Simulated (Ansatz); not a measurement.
Results of LDA in Ansatz (plane waves, PAW) for bcc Rb.

Run with plane-wave cutoff 520 eV, 18×18×18 k mesh, Fermi–Dirac smearing 0.1 eV, perturbation theory, force constants from a 6×6×6 q mesh, scalar-relativistic PAW data made under PBE.

Computed at the level's own relaxed cell.

```
Rb
1.0
   -2.68827     2.68827     2.68827
    2.68827    -2.68827     2.68827
    2.68827     2.68827    -2.68827
Rb
1
Direct
  0.00000   0.00000   0.00000
```

Harmonic phonon frequencies (cm⁻¹; i marks an imaginary mode):

```tsv
q point	frequencies
N	9 32 53
H	?
```

Task: Fill in the missing entries.

Result: 
- H, frequencies: 49 49 49

No imaginary mode appears at these points.

Ansatz is an electronic-structure program.
